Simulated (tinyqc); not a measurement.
UHF in the sto-6g basis, for OH-, spin multiplicity 1, step by step. The basis has no diffuse functions, so it cannot describe the extra electron: this is an exercise in the method, not the real anion. One step of it, computed by the program tinyqc.

Task: Orthogonalisation. S = U s U^T; symmetric (Loewdin) form X = U s^(-1/2) U^T, so that X^T S X = 1.

overlap S, order 1O 1s, 1O 2s, 1O 2px, 1O 2py, 1O 2pz, 2H 1s:
```
[[1.000000, 0.231145, 0.000000, 0.000000, 0.000000, 0.024603],
 [0.231145, 1.000000, 0.000000, 0.000000, 0.000000, 0.279514],
 [0.000000, 0.000000, 1.000000, 0.000000, 0.000000, 0.000000],
 [0.000000, 0.000000, 0.000000, 1.000000, 0.000000, 0.000000],
 [0.000000, 0.000000, 0.000000, 0.000000, 1.000000, 0.261464],
 [0.024603, 0.279514, 0.000000, 0.000000, 0.261464, 1.000000]]
```

Give: eigenvalues of S; X.

Result:

eigenvalues of S: [0.5858, 0.8472, 1.0000, 1.0000, 1.1329, 1.4341]

X, order 1O 1s, 1O 2s, 1O 2px, 1O 2py, 1O 2pz, 2H 1s:
```
[[1.0213, -0.1234, 0.0000, 0.0000, -0.0034, 0.0143],
 [-0.1234, 1.0553, 0.0000, 0.0000, 0.0315, -0.1574],
 [0.0000, 0.0000, 1.0000, 0.0000, 0.0000, 0.0000],
 [0.0000, 0.0000, 0.0000, 1.0000, 0.0000, 0.0000],
 [-0.0034, 0.0315, 0.0000, 0.0000, 1.0288, -0.1444],
 [0.0143, -0.1574, 0.0000, 0.0000, -0.1444, 1.0621]]
```
